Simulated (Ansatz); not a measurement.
A nudged elastic band was laid between two geometries of BClH₄S (7 atoms, charge 0, multiplicity 1).

These are results of RKS PBE0-D4/def2-SVP (Ansatz), not measurements.

```yaml
movable_images: 7
climbing_image: yes
spring: 5.0 eV/Å²
optimiser: quadratic models (default)
start_path: through a guess of the saddle point
force_threshold: 0.05 eV/Å
iteration_limit: 60
end_points: relaxed
```

First end point:

```xyz
7
Properties=species:S:1:pos:R:3
B 0.116 0.028 0.085
H 0.188 -0.705 1.045
Cl 1.469 -0.158 -1.127
H -0.977 0.227 -0.397
S 0.506 1.908 0.866
H 1.673 1.659 1.504
H -0.215 1.893 2.013
```

Last end point:

```xyz
7
Properties=species:S:1:pos:R:3
B 0.303 0.866 -0.413
H -0.338 -0.788 2.324
Cl 1.445 -0.454 -0.566
H -0.826 0.718 -0.798
S 0.727 2.445 0.288
H 2.022 2.176 0.573
H -0.574 -0.112 2.581
```

Question: Which bonds break or form, and what moves?

Answer: Bonds broken: B1–H2, S5–H7. Bonds formed: H2–H7. BClH4S becomes BClH2S + H2.

Question: What energy profile does the band end with?

Answer: It converged. The highest image is number 3 of 0 to 8, 16.5 kcal/mol above the first end and 24.1 kcal/mol above the last; the last end lies 7.6 kcal/mol below the first. A vibrational analysis at the climbing image gives one clearly imaginary mode, 772i cm⁻¹: a first-order saddle point. The orbitals stay closed-shell, which can raise the energy where a bond breaks towards radicals; this wasn't checked here.

```csv
image,path coordinate (Å),energy (kcal/mol),B1–H2 (Å),S5–H7 (Å),H2–H7 (Å)
0,0.00,0.0,1.21,1.35,2.80
1,0.65,0.9,1.21,1.35,2.50
2,1.31,7.7,1.22,1.36,1.79
3,1.96,16.5,1.29,1.61,1.13
4,2.47,8.3,1.58,2.14,0.82
5,2.98,0.2,2.09,2.49,0.77
6,3.48,-5.3,2.54,2.82,0.76
7,3.99,-7.3,2.95,3.18,0.76
8,4.50,-7.6,3.26,3.67,0.76
```

Question: What is the geometry of the highest image?

Answer: 
```xyz
7
Properties=species:S:1:pos:R:3
B 0.097 0.323 0.150
H -0.071 -0.394 1.212
Cl 1.513 -0.291 -0.758
H -0.989 0.399 -0.364
S 0.385 2.158 0.970
H 1.695 1.985 1.258
H 0.129 0.671 1.522
```

Question: What are the harmonic wavenumbers there?

Answer: 772i, 212, 325, 572, 693, 781, 795, 960, 1095, 1139, 1296, 1748, 2216, 2650, 2705 cm⁻¹.

The band took 11 iterations and of the order of 2.2 core-minutes.

Run time: 2.2 min on 1 thread of Intel(R) Xeon(R) Platinum 8488C (Sapphire Rapids) (shared host), peak memory 0.15 GiB.
